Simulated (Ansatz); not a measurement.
Total energies of C$_{3}$H$_{4}$ClN, SMILES `ClCC1=CN1`.

```xyz
9

Cl    1.887   -0.519    1.437
C     0.981   -0.796   -0.089
C    -0.163    0.091   -0.174
C    -0.923    0.988   -0.659
N    -1.493    0.218    0.498
H     0.655   -1.837   -0.066
H     1.673   -0.636   -0.914
H    -1.259    1.712   -1.378
H    -1.357    0.780    1.344
```

Charge 0, multiplicity 1. The structure was optimised at the PBE0-D4/def2-TZVP level. It is one conformer, not always the lowest. Basis def2-TZVPP, Ansatz 0.2.0.

RPA on PBE orbitals: Hartree–Fock energy of these orbitals -629.76840 Eh, correlation -1.40222 Eh (frozen core).

| functional | energy without D4 (Eh) | D4 term (kJ/mol) |
| --- | --- | --- |
| LDA (SPW92) | -628.61800 | – |
| PBE | -631.22646 | -17.8 |
| revPBE | -631.50058 | -58.9 |
| BLYP | -631.55939 | -39.8 |
| r2SCAN | -631.49340 | -4.4 |
| B97M-V | -631.50100 | – |
| PBE0 | -631.27113 | -15.0 |
| B3LYP | -631.64259 | -28.6 |
| r2SCANh | -631.48233 | -4.7 |
| r2SCAN0 | -631.46681 | -5.2 |
| HSE06 (plane-wave form) | -631.25405 | -13.9 |
| BHLYP | -631.51273 | -20.5 |
| CAM-B3LYP | -631.54634 | -15.1 |
| LC-ωPBE | -631.38182 | – |
| ωB97X-V | -631.50587 | – |
| ωB97M-V | -631.53477 | – |
| B2PLYP | -631.34740 | – |
| PBE-QIDH | -631.15589 | – |

B3LYP takes the VWN-RPA correlation (the form of Gaussian; ORCA's B3LYP/G). HSE06 is the plane-wave form, built on full-range PBE exchange. The double hybrids freeze the cores in their second-order part.

LC-ωPBE has ω = 0.4 bohr⁻¹.
